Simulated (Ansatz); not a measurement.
# SiH4Cl (doublet): from Hartree-Fock to the top rungs at distance Cl1–H2 along a hydrogen transfer = 1.693 Å, cc-pVDZ

How much of the correlation energy of SiH4Cl (doublet) does each wave-function method recover here?

The runs use Ansatz 0.2.0, Gaussian basis; cc-pVDZ, core rule «outside noble gas», up to 10 orbitals frozen.

Plan: UHF; CCSD(T) on ROHF; CCSD(T) on UHF; BCCD(T) on ROHF; CISD; CCSDT(Q) on ROHF; CCSDT(Q) on UHF; CASSCF and MRCISD+Q, 3 electrons in 3 orbitals; CASSCF and NEVPT2, 3 electrons in 3 orbitals; CASSCF and MRCISD+Q, 15 electrons in 12 orbitals; CASSCF and NEVPT2, 15 electrons in 12 orbitals.

## (1) What is computed

The geometry derives from fragments relaxed apart (PBE0/def2-TZVP) and kept rigid, so it is no stationary point. A hydrogen atom is moved between rigid fragments.

6 atoms, charge 0, spin multiplicity 2.

Atoms are counted from 1 here; the program's logs count them from 0.

Bond lengths: H2–Si3 1.440 Å, Si3–H4 1.486 Å, Si3–H5 1.486 Å, Si3–H6 1.486 Å. Angles: H2–Si3–H4 107.6°, H2–Si3–H5 107.6°, H2–Si3–H6 107.6°, H4–Si3–H5 111.3°, H4–Si3–H6 111.3°, H5–Si3–H6 111.3°.

## (2) UHF

The input, in.yaml:

```yaml
crystal:
  periodic: [false, false, false]
  atoms:
    - {symbol: Cl, position_ang: [-1.487823, 0.000000, -0.000001]}
    - {symbol: H, position_ang: [0.205177, 0.000000, 0.000000]}
    - {symbol: Si, position_ang: [1.645177, 0.000000, 0.000001]}
    - {symbol: H, position_ang: [2.095151, -1.416254, 0.000001]}
    - {symbol: H, position_ang: [2.095151, 0.708126, -1.226511]}
    - {symbol: H, position_ang: [2.095151, 0.708126, 1.226512]}
basis:
  gaussian: {orbitals: cc-pVDZ}
magnetization: {spin_polarized: true, initial_magnetization: 1}
hamiltonian: {xc: hf}
output: {orbitals: {seedname: orbitals}}
```

Command:

```console
ansatz run in.yaml --threads 1 --pin off --events-out ev --progress --plain --max-ram 4096MiB --backend cpu
```

After this run come: CCSD(T) on ROHF; CCSD(T) on UHF; BCCD(T) on ROHF; CISD; CCSDT(Q) on ROHF; CCSDT(Q) on UHF; CASSCF and MRCISD+Q, 3 electrons in 3 orbitals; CASSCF and NEVPT2, 3 electrons in 3 orbitals; CASSCF and MRCISD+Q, 15 electrons in 12 orbitals; CASSCF and NEVPT2, 15 electrons in 12 orbitals.

Q: Predict the results of all the runs planned. Wanted: UCCSDT(Q) below the RHF energy; RMP2 from UCCSDT(Q); UMP2 from UCCSDT(Q); RCCSD from UCCSDT(Q); RCCSD(T) from UCCSDT(Q); UCCSD(T) from UCCSDT(Q); RCCSDT(Q) from UCCSDT(Q); NEVPT2 pair from UCCSDT(Q); MRCISD+Q pair from UCCSDT(Q).

As calculated:

| quantity | value |
| --- | --- |
| UCCSDT(Q) below the RHF energy | -8.1449 eV |
| RMP2 from UCCSDT(Q) | +31.77 kcal/mol |
| UMP2 from UCCSDT(Q) | +32.45 kcal/mol |
| RCCSD from UCCSDT(Q) | +4.02 kcal/mol |
| RCCSD(T) from UCCSDT(Q) | +0.78 kcal/mol |
| UCCSD(T) from UCCSDT(Q) | +0.78 kcal/mol |
| RCCSDT(Q) from UCCSDT(Q) | +0.01 kcal/mol |
| NEVPT2 pair from UCCSDT(Q) | +32.42 kcal/mol |
| MRCISD+Q pair from UCCSDT(Q) | +1.82 kcal/mol |
| NEVPT2 valence from UCCSDT(Q) | +39.30 kcal/mol |
| levels within 1 kcal/mol (43 meV) | RCCSD(T), UCCSD(T), BCCD(T), RCCSDT, UCCSDT, RCCSDT(Q) |
| T1 diagnostic | 0.018 |
| effectively unpaired electrons | 1.01 |

What this shows: RCCSD(T) lands +0.78 kcal/mol from the yardstick (0.4 % of the correlation energy). One determinant dominates. Of the multireference levels listed MRCISD+Q valence comes nearest in total energy (+1.32 kcal/mol), which doesn't show that its space is the better one. These misses are within one basis, not against nature; the frozen cores of restricted and unrestricted runs differ, which can shift their rows.
